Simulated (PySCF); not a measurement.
# From B97-2/pcSseg-2 to KT3/pcSseg-2: the mean 17O shielding of 8 molecules

PySCF (NMR shieldings with GIAOs, density fitting), isolated neutral molecules in closed-shell states, PBE0-D3(BJ)/def2-TZVP geometries kept fixed through all settings. B97-2: 21 % exact exchange; KT3: no exact exchange.

Mean 17O shielding (ppm):

```tsv
molecule	B97-2/pcSseg-2	KT3/pcSseg-2
CC(=O)CC(F)(F)F	-350.5	-312.4
C#CC(C)=O	-353.7	-310.4
OB(F)F	248.9	?
SCc1ccco1	29.4	31.8
COc1ccsc1	231.5	218.9
CSc1ccoc1	36.2	37.5
COc1cccs1	229.9	217.3
c1ccoc1	28.5	31.4
```

Question: Predict the missing value of `OB(F)F` from the other molecules.

Answer: The functional change moves the other 7 molecules by +9.0 ppm on average (standard deviation 22.7), which puts `OB(F)F` at 248.9 + 9.0 = 257.9 ppm. A straight line through the pairs, y = 0.907x + 7.00, gives 232.7 ppm. The run gave 246.0 ppm: the mean change misses by 11.9, the line by 13.3 ppm.

Question: Which of the two rules would one have trusted beforehand?

Answer: Leaving out each listed molecule in turn and predicting it from the rest, the mean change misses by 21.15 ppm on average and the line by 3.01; so the fitted line, and for `OB(F)F` it wasn't the closer one.

Question: Is the change the same for all, and does it alter the order of the molecules?

Answer: Among the 7 molecules with both values given it runs from -12.6 ppm for `COc1ccsc1` to +43.3 ppm for `C#CC(C)=O`; `OB(F)F` moves by -2.9 ppm, inside this range. The change is not of one sign for all. Of the 21 pairs among the 7, 1 changes order, the widest-spaced at B97-2/pcSseg-2 being `CC(=O)CC(F)(F)F` and `C#CC(C)=O`, 3.2 ppm apart there.

Neither level serves as a reference here, and other classes of molecule may behave otherwise.
